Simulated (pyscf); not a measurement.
HO⁻ + H₃C–O–CH₃ -> H₃C–OH + H₃C–O⁻ (substitution at C; singlet surface; C–O broken, C–O formed). Single points on ωB97X-D3(BJ)/def2-SVPD structures (PySCF, gas phase). Energies in kJ/mol from the separated reactants.

| level | barrier | reaction energy |
|---|---|---|
| ωB97X-D3(BJ)/def2-TZVPD | 61.4 | -6.5 |
| PBE/def2-TZVPD | 24.2 | -16.1 |
| PBE0-D3(BJ)/def2-TZVPD | 45.3 | -15.8 |
| M06-2X/def2-TZVPD | … | … |
| ωB97M-D3(BJ)/def2-TZVPD | 55.1 | -7.5 |
| HF/def2-TZVPD | … | -17.1 |

Problem. What belongs in the gaps?

Solution. 
- M06-2X/def2-TZVPD, barrier: 54.3
- M06-2X/def2-TZVPD, reaction energy: -11.1
- HF/def2-TZVPD, barrier: 106.6

The functionals in the table span 37.3 kJ/mol in this barrier, from PBE to ωB97X-D3(BJ)/def2-TZVPD. On the reactant side the descent ends in a bound adduct, 55.1 kJ/mol under the separated species and 116.5 kJ/mol under the saddle at ωB97X-D3(BJ)/def2-TZVPD. On the product side the descent ends in a complex (not fully relaxed), 17.2 kJ/mol under the separated species and 85.1 kJ/mol under the saddle at ωB97X-D3(BJ)/def2-TZVPD. H₃C–O–CH₃ lies 49.5 kJ/mol over its isomer H₃C–CH₂–OH (electronic energy, ωB97M-D3(BJ)/def2-TZVPD). One saddle was located; it need not be the lowest between these sides. The angle at the attacked C is 177°.
